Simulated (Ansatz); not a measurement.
Energy needed to pull apart CH$_{3}$B (SMILES B=C), singlet, into free ground-state atoms, from the structure below (displaced at random from a GFN2-xTB minimum); no zero-point or spin–orbit terms; open-shell atoms are treated unrestricted, in their ground-state multiplicity.

```
atom    x (Å)    y (Å)    z (Å)
  B1   0.1696  -0.8715   0.2662
  C2  -0.1046   0.4043  -0.1163
  H3   0.2559  -1.9490   0.5056
  H4  -0.6882   0.8523  -0.9291
  H5   0.4537   1.2865   0.4315
```

Program: Ansatz 0.2.0. Basis: def2-TZVPP. Cores are frozen in the correlated methods.

| method | atomization energy (kJ/mol) |
| --- | --- |
| PBE-D4 | 1809 |
| revPBE-D4 | ? |
| r2SCAN-D4 | ? |
| PBE0-D4 | 1780 |
| LC-wPBE | 1761 |
| wB97M-V | 1782 |
| HF | 1346 |
| MP2 | 1741 |
| CCSD | 1697 |
| CCSD(T) | 1719 |

Question: What does r2SCAN-D4 give? (An estimate is asked for; the value comes from the calculation.)

Answer: By the calculation: 1785 kJ/mol, which is about 66 kJ/mol more than CCSD(T)/def2-TZVPP.

Question: What does revPBE-D4 give? (Judge from chemistry; the value comes from the calculation.)

Answer: By the calculation: 1769 kJ/mol, which is about 50 kJ/mol more than CCSD(T)/def2-TZVPP.

In triple zeta the MP2 and coupled-cluster atomization energies are still short of their basis limit by a few kcal/mol a bond, whereas those of the functionals are nearly converged, so these differences are not deviations from converged CCSD(T).

The T1 diagnostic stays at or below 0.015.

For scale, one of the runs: CCSD(T)/def2-TZVPP forces, 104 basis functions (an equivalent command: `ansatz run in.yaml --threads 4`). The run took about 4.1 s on 4 CPU threads (shared host).
